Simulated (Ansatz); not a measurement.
System (SMILES): N#[N+][O-].
Atoms: N1, N2, O3. Bonds: N1-N2, N2-O3.

Basis-set convergence of the optimised N2-O3 bond length at MP2 with Ansatz (a program for electronic structure). The reference of a correlated method is not its basis-set limit, which lies further on. All functions are spherical. Cores are frozen. No added dispersion term, no relativity. Reference: the value in def2-QZVPP, 1.1780 Å, itself unsure by roughly 0.0002 Å (its distance from cc-pVQZ). Deviations are taken from unrounded values.

```
basis        functions  optimised N2-O3 bond length (Å)
-----------  ---------  -------------------------------
cc-pVDZ             42                           1.1847
aug-cc-pVDZ         69                           1.1904
6-311G**            54                           1.1793
6-311+G**           66                           1.1811
cc-pVTZ             90                           1.1798
aug-cc-pVTZ        138                           1.1810
def2-TZVPP          93                           1.1788
def2-TZVPPD        114                           1.1800
```

What the diffuse functions change, pair by pair:
- cc-pVDZ to aug-cc-pVDZ: 27 more functions, deviation 0.0067 to 0.0124 Å
- 6-311G** to 6-311+G**: 12 more functions, deviation 0.0013 to 0.0031 Å
- cc-pVTZ to aug-cc-pVTZ: 48 more functions, deviation 0.0018 to 0.0030 Å
- def2-TZVPP to def2-TZVPPD: 21 more functions, deviation 0.0008 to 0.0020 Å

They bring the value nearer the reference by more than 0.0002 Å in 0 of 4 pairs.
